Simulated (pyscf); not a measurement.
Structures and frequencies: ωB97X-D3(BJ)/def2-SVP in PySCF. MP2 and CC: frozen core, UHF for open shells. ΔMP2 is the change of the MP2 total energy from the triple- to the quadruple-zeta basis.

**Question.** How much does it cost (ΔH, 298 K, CCSD(T)/def2-TZVPP + ΔMP2(QZVPP)) to split HN=GeH–F (SMILES [NH]=[GeH][F]) at its F–Ge bond into [HN=GeH]• + F•?

**Answer.** F–Ge to [HN=GeH]• + F•: 4.98 eV. The radicals are drawn with the spin at the cut bond; how far it spreads was not checked. HN=GeH–F lies 2.34 eV over its isomer H₂N–Ge:–F [singlet], and others may lie lower still (electronic energy, ωB97M-D3(BJ)). Other isomers of [HN=GeH]• were not searched in full and may lie lower. The CCSD(T) − MP2 part came from Ansatz, without density fitting, on the same reference. An open-shell T1 diagnostic exceeds 0.045. The frozen core leaves the outer d or s,p core shells of the metals and heavy elements correlated in the MP2 and CC values, and def2-TZVPP describes them poorly, which can shift differences by a few kcal/mol. Left out: the spin-orbit lowering of F. Elements up to Kr have no core potential and no relativistic terms here.
